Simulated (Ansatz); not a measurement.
Results of LDA (Ansatz, a first-principles code, plane waves, PAW) for bcc Fe.

Numerical settings: plane-wave cutoff 520 eV, 26×26×26 k mesh, Fermi–Dirac smearing 0.05 eV, spin-polarised with parallel moments, scalar-relativistic PAW data made under PBE.

Properties against volume:

| V (Å³/atom) | P (GPa) | moment (μB per cell of 1 atoms) |
|---|---|---|
| 9.778 | 18.28 | 1.89 |
| 9.986 | 11.42 | 1.92 |
| 10.194 | 5.31 | 1.95 |
| 10.402 | 0.00 | 1.99 |
| 10.610 | -4.61 | 2.03 |
| 10.818 | -8.71 | 2.07 |
| 11.026 | -12.46 | 2.11 |
